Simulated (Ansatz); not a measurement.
Basis-set extrapolation for C$_{4}$H$_{7}$NO (`CCN=C=CO`) (PBE0-D4/def2-TZVP geometry, frozen core, the Gaussian-basis code of Ansatz). Multiplicity 1, RHF reference.

```csv
,def2-TZVPP,def2-QZVPP
HF,-284.897754,-284.910754
MP2 correlation,-1.091936,-1.166805
CCSD(T) correlation,-1.177152,not run
```

Energies in hartree. Use E(X) = E(∞) + A·exp(−7.88·√X) for Hartree–Fock and E(X) = E(∞) + B·X^(−2.97) for correlation, with X = 3 and 4, and add CCSD(T) minus MP2 of the smaller set to the MP2 limit.

**Question.** What is the CCSD(T) energy at the basis-set limit?

**Answer.** HF limit: -284.910754 + (-0.013000) × 0.13774 = -284.91254. MP2 limit: -1.166805 + (-0.074869) × 0.74074 = -1.22226. Higher-order term: -1.177152 − (-1.091936) = -0.08522. Total: -286.22002 hartree, 91.1 kcal/mol below CCSD(T)/def2-TZVPP.
